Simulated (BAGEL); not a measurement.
# CH2ClF (SMILES FCCl): levels of theory compared

We compute a comparison of 4 runs (B3LYP/6-31G*, B3LYP/aug-cc-pVDZ, PBE0/aug-cc-pVDZ, RI-MP2/aug-cc-pVDZ) of CH2ClF. 

The calculation is run with BAGEL 1.2.2.

2 further runs of the same task are left out: 2 set aside as unsound or not needed. Runs told in other sessions of the task aren't counted.

## (1) The system as given

CH2ClF has 5 atoms, charge 0, and is taken as a singlet. SMILES: `FCCl`. The coordinates come from a PBE0-D4/def2-TZVP relaxation.

Bond lengths: F1–C2 1.355 Å, C2–Cl3 1.766 Å, C2–H4 1.089 Å, C2–H5 1.089 Å. Angles: F1–C2–Cl3 110.5°, F1–C2–H4 109.3°, F1–C2–H5 109.3°, Cl3–C2–H4 107.8°, Cl3–C2–H5 107.8°, H4–C2–H5 112.3°.

## (2) A single-point energy at B3LYP/6-31G(d) (density fitting with cc-pvqz-jkfit, spherical functions) (run 1)

The input, calc.json:

```json
{ "bagel" : [

{
  "title" : "molecule",
  "basis" : "6-31gs.json",
  "df_basis" : "cc-pvqz-jkfit",
  "angstrom" : true,
  "geometry" : [
    { "atom" : "F", "xyz" : [      -0.970450,       0.560520,       0.766500 ] },
    { "atom" : "C", "xyz" : [       0.083560,       0.089320,       0.058070 ] },
    { "atom" : "Cl", "xyz" : [      -0.422970,      -1.232890,      -0.998060 ] },
    { "atom" : "H", "xyz" : [       0.832130,      -0.302600,       0.745580 ] },
    { "atom" : "H", "xyz" : [       0.477720,       0.885670,      -0.572080 ] }
  ]
},

{ "title" : "ks", "xc_func" : "b3lyp" },

{ "title" : "print", "file" : "orbitals.molden", "orbitals" : true }

]}
```

The basis set 6-31G* is read from a file made from the Basis Set Exchange's data (not shown).

Launch:

```bash
$ BAGEL_NUM_THREADS=1 BAGEL calc.json > calc.out
```

The log of the run:

```text
* using 1 threads per process

  ===============================================================
  ===============================================================

  *** Geometry ***

  { "atom" : "F", "xyz" : [     -1.833885,      1.059229,      1.448475 ] },
  { "atom" : "C", "xyz" : [      0.157906,      0.168790,      0.109736 ] },
  { "atom" : "Cl", "xyz" : [     -0.799297,     -2.329824,     -1.886060 ] },
  { "atom" : "H", "xyz" : [      1.572498,     -0.571831,      1.408942 ] },
  { "atom" : "H", "xyz" : [      0.902760,      1.673674,     -1.081075 ] },

  Number of auxiliary basis functions:      462

  Since a DF basis is specified, we compute 2- and 3-index integrals:
    o Being stored without compression. Storage requirement is 0.009 GB

  Number of basis functions:       50
  Number of electrons      :       34

    * METHOD: MOLECULE                             0.17

  *** Kohn-Sham DFT ***

    * Removing 7648 points whose weight is below 1.00e-10
    * Grid points: 66882

  === Nuclear Repulsion ===
   101.6698891955

       - DIIS with orbital gradients will be used.

  === KS iteration (b3lyp / 6-31gs.json) ===
      0       -583.81005201          0.15686046           0.16
      1       -575.54457782          0.23639904           0.12
      2       -572.22333667          0.24067308           0.10
      3       -596.61967681          0.10092911           0.10
      4       -598.63133927          0.05346291           0.10
      5       -599.30333965          0.01052312           0.10
      6       -599.32144392          0.00447022           0.10
      7       -599.32520113          0.00210678           0.10
      8       -599.32613125          0.00020547           0.10
      9       -599.32614634          0.00004183           0.10
     10       -599.32614662          0.00001721           0.10
     11       -599.32614668          0.00000120           0.10
     12       -599.32614668          0.00000025           0.10
     13       -599.32614668          0.00000010           0.10
     14       -599.32614668          0.00000005           0.10
     15       -599.32614668          0.00000001           0.10
     16       -599.32614668          0.00000001           0.10
    * SCF iteration converged.

    * Permanent dipole moment:
           (   -0.653464,    -0.304928,    -0.099225) a.u.

    * METHOD: KS                                   2.00

    * METHOD: PRINT                                0.01

  ===============================================================
```

Run time: 2.3 s. Hardware: 1 thread of Arm Neoverse V1, shared host; peak memory 0.2 GiB.

## (3) The energy at B3LYP/aug-cc-pVDZ (density fitting with cc-pvqz-jkfit) (run 2)

The input, calc.json:

```json
{ "bagel" : [

{
  "title" : "molecule",
  "basis" : "aug-cc-pvdz.json",
  "df_basis" : "cc-pvqz-jkfit",
  "angstrom" : true,
  "geometry" : [
    { "atom" : "F", "xyz" : [   -0.970450,    0.560520,    0.766500 ] },
    { "atom" : "C", "xyz" : [    0.083560,    0.089320,    0.058070 ] },
    { "atom" : "Cl", "xyz" : [   -0.422970,   -1.232890,   -0.998060 ] },
    { "atom" : "H", "xyz" : [    0.832130,   -0.302600,    0.745580 ] },
    { "atom" : "H", "xyz" : [    0.477720,    0.885670,   -0.572080 ] }
  ]
},
{
  "title" : "ks",
  "xc_func" : "b3lyp"
},
{
  "title" : "print",
  "file" : "orbitals.molden",
  "orbitals" : true
}

]}
```

The basis set aug-cc-pVDZ is read from a file made from the Basis Set Exchange's data (not shown).

Launch:

```bash
$ BAGEL_NUM_THREADS=1 BAGEL calc.json > calc.out
```

The log of the run:

```text
* using 1 threads per process

  ===============================================================
  ===============================================================

  *** Geometry ***

  { "atom" : "F", "xyz" : [     -1.833885,      1.059229,      1.448475 ] },
  { "atom" : "C", "xyz" : [      0.157906,      0.168790,      0.109736 ] },
  { "atom" : "Cl", "xyz" : [     -0.799297,     -2.329824,     -1.886060 ] },
  { "atom" : "H", "xyz" : [      1.572498,     -0.571831,      1.408942 ] },
  { "atom" : "H", "xyz" : [      0.902760,      1.673674,     -1.081075 ] },

  Number of auxiliary basis functions:      462

  Since a DF basis is specified, we compute 2- and 3-index integrals:
    o Being stored without compression. Storage requirement is 0.031 GB

  Number of basis functions:       91
  Number of electrons      :       34

    * METHOD: MOLECULE                             0.21

  *** Kohn-Sham DFT ***

    * Removing 7648 points whose weight is below 1.00e-10
    * Grid points: 66882

  === Nuclear Repulsion ===
   101.6698891955

       - DIIS with orbital gradients will be used.

  === KS iteration (b3lyp / aug-cc-pvdz.json) ===
      0       -582.03949218          0.08931917           0.25
      1       -561.86790696          0.21164171           0.24
      2       -583.16359518          0.13016216           0.25
      3       -593.57214347          0.10559734           0.25
      4       -598.68151476          0.03803591           0.25
      5       -599.21992886          0.01809829           0.25
      6       -599.35135976          0.00922409           0.25
      7       -599.37471179          0.00343829           0.25
      8       -599.38114054          0.00140455           0.25
      9       -599.38195787          0.00023612           0.24
     10       -599.38197731          0.00004243           0.24
     11       -599.38197789          0.00001837           0.24
     12       -599.38197802          0.00000467           0.24
     13       -599.38197803          0.00000042           0.25
     14       -599.38197803          0.00000015           0.24
     15       -599.38197803          0.00000004           0.24
     16       -599.38197803          0.00000002           0.24
     17       -599.38197803          0.00000001           0.24
    * SCF iteration converged.

    * Permanent dipole moment:
           (   -0.667041,    -0.258622,    -0.053823) a.u.

    * METHOD: KS                                   4.74

    * METHOD: PRINT                                0.02

  ===============================================================
```

Wall time 5.1 s (1 thread of Arm Neoverse V1, shared host); peak memory 0.3 GiB.

Run 3 isn't shown in full; the table further down has it.

## (4) The energy at RI-MP2/aug-cc-pVDZ (density fitting with cc-pvqz-jkfit) (run 4)

The input, input.json:

```json
{ "bagel" : [

{
  "title" : "molecule",
  "basis" : "aug-cc-pvdz.json",
  "df_basis" : "cc-pvqz-jkfit",
  "angstrom" : "true",
  "geometry" : [
    { "atom" : "F", "xyz" : [      -0.970450,       0.560520,       0.766500 ] },
    { "atom" : "C", "xyz" : [       0.083560,       0.089320,       0.058070 ] },
    { "atom" : "Cl", "xyz" : [      -0.422970,      -1.232890,      -0.998060 ] },
    { "atom" : "H", "xyz" : [       0.832130,      -0.302600,       0.745580 ] },
    { "atom" : "H", "xyz" : [       0.477720,       0.885670,      -0.572080 ] }
  ]
},

{
  "title" : "hf"
},

{
  "title" : "mp2",
  "ncore" : 7
}

]}
```

The basis set aug-cc-pVDZ is read from a file made from the Basis Set Exchange's data (not shown).

Launch:

```bash
$ BAGEL_NUM_THREADS=1 BAGEL input.json > input.out
```

The log of the run:

```text
* using 1 threads per process

  ===============================================================
  ===============================================================

  *** Geometry ***

  { "atom" : "F", "xyz" : [     -1.833885,      1.059229,      1.448475 ] },
  { "atom" : "C", "xyz" : [      0.157906,      0.168790,      0.109736 ] },
  { "atom" : "Cl", "xyz" : [     -0.799297,     -2.329824,     -1.886060 ] },
  { "atom" : "H", "xyz" : [      1.572498,     -0.571831,      1.408942 ] },
  { "atom" : "H", "xyz" : [      0.902760,      1.673674,     -1.081075 ] },

  Number of auxiliary basis functions:      462

  Since a DF basis is specified, we compute 2- and 3-index integrals:
    o Being stored without compression. Storage requirement is 0.031 GB

  Number of basis functions:       91
  Number of electrons      :       34

    * METHOD: MOLECULE                             0.21

  *** RHF ***

  === Nuclear Repulsion ===
   101.6698891955

      * DIIS with orbital gradients will be used.

  === RHF iteration (aug-cc-pvdz.json) ===
      0       -597.83595184          0.01353576           0.05
      1       -597.93879197          0.00945482           0.05
      2       -597.98123831          0.00151081           0.05
      3       -597.98270655          0.00051236           0.05
      4       -597.98283936          0.00012178           0.05
      5       -597.98285545          0.00004789           0.05
      6       -597.98285718          0.00001346           0.05
      7       -597.98285735          0.00000296           0.05
      8       -597.98285736          0.00000072           0.05
      9       -597.98285736          0.00000029           0.05
     10       -597.98285736          0.00000011           0.05
     11       -597.98285736          0.00000004           0.05
     12       -597.98285736          0.00000001           0.05
     13       -597.98285736          0.00000000           0.05
    * SCF iteration converged.

    * Permanent dipole moment:
           (   -0.751946,    -0.282658,    -0.052649) a.u.

    * METHOD: HF                                   0.86

  *** RHF ***

  === Nuclear Repulsion ===
   101.6698891955

      * DIIS with orbital gradients will be used.

  === RHF iteration (aug-cc-pvdz.json) ===
      0       -597.98285736          0.00000000           0.05
    * SCF iteration converged.

    * Permanent dipole moment:
           (   -0.751946,    -0.282658,    -0.052649) a.u.

  === DF-MP2 calculation ===

    * freezing 7 orbitals
    * 3-index integral transformation done
    * assembly done

      MP2 correlation energy:   -0.4975956436      0.04

      MP2 total energy:       -598.4804530017

    * METHOD: MP2                                  0.15

  ===============================================================
```

Run time: 1.4 s. Hardware: 1 thread of Arm Neoverse V1, shared host.

## (5) All runs side by side

```
run                                                                   level  frozen core orbitals  energy (Eh)  dipole moment (D)  HOMO energy (eV)  LUMO energy (eV)  wall time
  1  B3LYP/6-31G* (density fitting with cc-pvqz-jkfit, spherical functions)                     –  -599.326147               1.85             -8.41              0.75      2.3 s
  2                  B3LYP/aug-cc-pVDZ (density fitting with cc-pvqz-jkfit)                     –  -599.381978               1.82             -8.64             -0.42      5.1 s
  3                   PBE0/aug-cc-pVDZ (density fitting with cc-pvqz-jkfit)                     –  -599.074019               1.83             -8.89             -0.14      5.1 s
  4                 RI-MP2/aug-cc-pVDZ (density fitting with cc-pvqz-jkfit)                     7  -598.480453                  –                 –                 –      1.4 s
```

## (6) Outcome

| quantity | value |
| --- | --- |
| run 4: total energy | -598.48045 Eh |
| run 4: correlation energy (7 core orbitals frozen) | -497.6 mEh |

What this shows: Over runs 1, 2, 3 the dipole moment (its size) runs from 1.82 D (B3LYP/aug-cc-pVDZ) to 1.85 D (B3LYP/6-31G*). Over runs 1, 2, 3 the HOMO–LUMO gap runs from 8.23 eV (B3LYP/aug-cc-pVDZ) to 9.16 eV (B3LYP/6-31G*). Totals of different functionals can't be ranked against each other. All runs together took 14 s, the longest 5.1 s.
